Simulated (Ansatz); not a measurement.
# CH2FSi: the cost of one run

Program: Ansatz 0.2.0, Gaussian basis. Level of theory: PBE0-D4/def2-SVP, unrestricted. These are calculated values, not measurements.

## (1) The system as given

SMILES `F[C]=[SiH2]`, 5 atoms, charge 0, spin multiplicity 2.

Atoms are counted from 1 here; the program's logs count them from 0.

Bond lengths: F1–C2 1.355 Å, C2–Si3 1.790 Å, Si3–H4 1.471 Å, Si3–H5 1.456 Å. Angles: F1–C2–Si3 121.8°, C2–Si3–H4 145.5°, C2–Si3–H5 106.9°, H4–Si3–H5 107.6°.

Geometry (Å):

```xyz
5
CH2FSi
F     0.5997   -1.6276    1.3961
C     0.7317   -0.3480    0.9700
Si   -0.2338    0.2962   -0.3927
H    -1.2625   -0.0058   -1.3991
H     0.1649    1.6851   -0.5742
```

## (2) The run

md/in.yaml

```yaml
crystal:
  periodic: [false, false, false]
  atoms:
    - {symbol: F, position_ang: [0.599660, -1.627580, 1.396090]}
    - {symbol: C, position_ang: [0.731720, -0.347960, 0.969970]}
    - {symbol: Si, position_ang: [-0.233750, 0.296230, -0.392700]}
    - {symbol: H, position_ang: [-1.262490, -0.005780, -1.399140]}
    - {symbol: H, position_ang: [0.164870, 1.685080, -0.574210]}
basis:
  gaussian: {orbitals: def2-SVP}
magnetization: {spin_polarized: true, initial_magnetization: 1}
hamiltonian: {xc: pbe0, dispersion: d4}
md: {n_steps: 30, timestep: 0.5, temperature: 100, ensemble: nvt_nose_hoover, seed: 25, initial_velocities: maxwell_boltzmann}
```

Command:

```
> ansatz run in.yaml --threads 2 --pin off --events-out ev --progress --plain --max-ram 3481MiB
```

What time and memory should one allow on 2 threads of Intel Xeon Platinum 8259CL at 2.50GHz, shared host?

About 40 s, with a peak of 0.15 GiB.
